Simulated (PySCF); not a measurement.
A structure optimised at PBE-D3(BJ)/def2-SVP, used in a PySCF frequency run:

```
C
H 1 1.1089
H 1 1.1095 2 108.17
C 1 1.5520 2 118.10 3 -127.75
H 4 1.1089 1 118.10 2 98.71
H 4 1.1095 5 108.17 1 127.75
C 1 1.5520 2 118.10 3 127.75
H 7 1.1089 1 118.10 2 -98.71
H 7 1.1095 8 108.17 1 -127.75
C 4 1.5520 5 118.10 6 127.75
H 10 1.1089 4 118.10 5 -98.71
H 10 1.1095 11 108.17 7 127.75
```
Charge 0, spin multiplicity 1.

### Question
Write its SMILES, formula and point group.

### Answer
C1CCC1, C4H8, D2d

### Question
What are its rotational constants (standard atomic weights)?

### Answer
10.604, 10.604, 6.2983 GHz
